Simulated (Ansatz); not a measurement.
Reaction (isomerisation): `CC(C)CC(C)C` → `CCC(C)C(C)C`

Calculated with Ansatz (gas phase, PBE0-D4/def2-TZVP geometries, no zero-point term in ΔE). CBS: MP2 limit from def2 TZ/QZ plus the TZ coupled-cluster correction, frozen cores. DFT in def2-TZVPP. HSE06 is defined as in plane-wave codes. Each species was taken in one conformer, which may not be the lowest.

`CC(C)CC(C)C`:

Z-matrix (Å, degrees):
```
C
C 1 1.522
H 1 1.095 2 110.6
H 1 1.093 2 110.9 3 -119.4
H 1 1.092 2 112.2 3 120.3
C 2 1.527 1 112.3 3 -58.2
C 2 1.522 1 110.6 3 64.9
H 2 1.097 1 108.1 3 -177.6
C 6 1.527 2 116.9 1 -58.2
H 6 1.098 2 108.2 1 64.6
H 6 1.098 2 108.5 1 179.1
H 7 1.093 2 111.4 1 58.1
H 7 1.093 2 111.4 1 178.6
H 7 1.095 2 110.7 1 -61.7
C 9 1.522 6 112.3 2 -58.2
C 9 1.522 6 110.0 2 178.3
H 9 1.097 6 108.3 2 61.0
H 15 1.092 9 112.2 6 62.0
H 15 1.093 9 110.9 6 -177.6
H 15 1.095 9 110.6 6 -58.3
H 16 1.093 9 111.4 6 -177.4
H 16 1.093 9 111.4 6 -56.9
H 16 1.095 9 110.7 6 62.8
```

`CCC(C)C(C)C`:

```xyz
23

C     1.711   -1.727   -1.022
C     1.126   -0.658   -0.113
C    -0.292   -0.232   -0.492
C    -0.314    0.510   -1.822
C    -0.998    0.577    0.612
C    -1.330   -0.279    1.827
C    -0.234    1.825    1.035
H     2.703   -2.034   -0.682
H     1.813   -1.378   -2.052
H     1.076   -2.619   -1.037
H     1.131   -1.034    0.915
H     1.781    0.221   -0.119
H    -0.883   -1.150   -0.619
H     0.308    1.409   -1.788
H    -1.331    0.818   -2.082
H     0.058   -0.113   -2.638
H    -1.952    0.906    0.180
H    -1.892   -1.173    1.542
H    -1.935    0.282    2.544
H    -0.428   -0.605    2.351
H     0.003    2.471    0.187
H     0.704    1.566    1.533
H    -0.825    2.414    1.741
```

```
             level  ΔE (kcal/mol)
         revPBE-D4            1.6
              PBE0            2.1
             HSE06            2.1
SCS-MP2/def2-TZVPP            1.9
```

**Question.** What does CCSD(T)/CBS give? (Best estimate.)

**Answer.** The calculation gave: +1.8 kcal/mol. The listed levels differ from it by -0.2, 0.3, 0.3, 0.1 kcal/mol.

Largest T1 diagnostic among the species: 0.009.

Leaving LDA and LC-ωPBE aside and taking each functional with its dispersion term where it has one, the values, not all of them listed here, spread over 0.5 kcal/mol, from revPBE-D4 to B2PLYP. In def2-TZVPP, CCSD(T) changes the Hartree–Fock value by −1.0 kcal/mol (the triples alone add −0.1 kcal/mol) and MP2 by −1.0 kcal/mol.
